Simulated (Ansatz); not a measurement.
The same path of AlH₆PS (9 atoms, charge 0, multiplicity 1) was run 3 times with different band settings. Lost on the way: H5–P6. Made: S2–H5.

Theory: Ansatz, RKS B3LYP/def2-SVP.

Relaxed end points:

```xyz
9
Properties=species:S:1:pos:R:3
Al -0.943 0.596 -0.734
S 0.809 1.880 -1.281
H -1.338 -0.580 -1.728
H -1.996 1.300 0.223
H 0.891 -0.063 2.117
P 0.268 -0.820 1.093
H 1.259 1.066 -2.265
H -0.348 -1.811 1.905
H 1.397 -1.568 0.671
```

```xyz
9
Properties=species:S:1:pos:R:3
Al -1.173 -0.019 -0.384
S 0.834 1.688 -0.617
H -1.320 -0.237 -1.954
H -2.114 1.009 0.385
H 1.267 1.703 0.666
P -0.375 -1.865 0.870
H 1.807 0.833 -1.012
H 0.228 -1.086 1.910
H 0.844 -2.026 0.136
```

Common settings: movable images 5; climbing image yes; optimiser quadratic models (default); start path through a guess of the saddle point; iteration limit 60; end points relaxed.

| run | spring | force threshold |
| --- | --- | --- |
| 1 | 5.0 eV/Å² | 0.05 eV/Å |
| 2 | 5.0 eV/Å² | 0.2 eV/Å |
| 3 | 0.1 eV/Å² | 0.05 eV/Å |

Question: What does each run give, and how far can it be trusted?

Answer: Run 1: converged after 18 iterations, highest image 1.336 eV above the first end. The profile has 2 maxima (images 1, 4) with wells between them (image 2): this band takes more than one step, which may be the mechanism or a detour left from its start path. A vibrational analysis at the climbing image gives one clearly imaginary mode, 860i cm⁻¹: a first-order saddle point.
Run 2: converged after 10 iterations, highest image 1.346 eV above the first end. The threshold of 0.2 eV/Å is loose, so the images may lie well off the minimum-energy path. The order of the stationary point at the top wasn't checked.
Run 3: converged after 16 iterations, highest image 1.337 eV above the first end. Another band between the same ends (5 images) ends at a top of the same energy, where a vibrational analysis finds 1 clearly imaginary mode.
The orbitals stay closed-shell, which can raise the energy where a bond breaks towards radicals; this wasn't checked here.
